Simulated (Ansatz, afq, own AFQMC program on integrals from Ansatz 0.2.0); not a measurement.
## CH4Si, singlet in def2-TZVP, levels against CCSDT(Q)

```xyz
6

C    -0.7161   -0.5302   -0.2566
Si    0.6027    0.4461    0.2158
H    -1.3936   -0.9848    0.4718
H    -0.9377   -0.7407   -1.3067
H     0.9145    0.7397    1.6384
H     1.5302    1.0700   -0.7627
```

Connectivity, by distances: CH2–SiH2.

Basis def2-TZVP. Noble-gas cores (and the filled d shells of Ga–Kr and In–Xe) are frozen. Ansatz 0.2.0 and our own AFQMC program on the same integrals; the CISD trial comes from CCSD amplitudes, and released means the phaseless constraint is let go. Uncertainties: one standard error, sampling alone.

Determinant: UHF, the one that the program's search chose, which needn't be the lowest solution. The geometry is a PBE0/def2-SVP stationary point of this or a neighbouring charge and spin state.

No full CI on the walks' own integrals is used here; CCSDT(Q) serves as the reference and is uncertain by about the last step of the cluster series.

Cautions: an unrestricted solution with more broken spin lies lower (46 meV, ⟨S²⟩ 0.27), while this determinant keeps restricted orbitals.

```
T1 diagnostic                               : 0.0150
weight of the determinant in the CISD state : 0.856
⟨S²⟩ of the determinant                     : 0.000
size of the correlated space                : 12 electrons in 86 orbitals
```

Reference: CCSDT(Q), correlation energy -9.021 eV. The released energy is read at 2.40 1/Eh (meV from the phaseless value at times in 1/Eh: -6 ± 5 at 0.24, -11 ± 5 at 0.51, -11 ± 4 at 0.99, -14 ± 6 at 1.62, -16 ± 8 at 2.40).

```
         level  E − E(reference) (mEh)  share of correlation (%)
            HF                  331.50                      0.00
           MP2                   47.72                     85.60
          CCSD                   15.78                     95.24
       CCSD(T)                    1.86                     99.44
         CCSDT                    0.90                     99.73
 ph-AFQMC/CISD             0.55 ± 0.20                     99.83
released AFQMC            -0.03 ± 0.31                    100.01
```

Released energies are given only where the last usable release times agree within the noise; a slower fall can still hide under it.
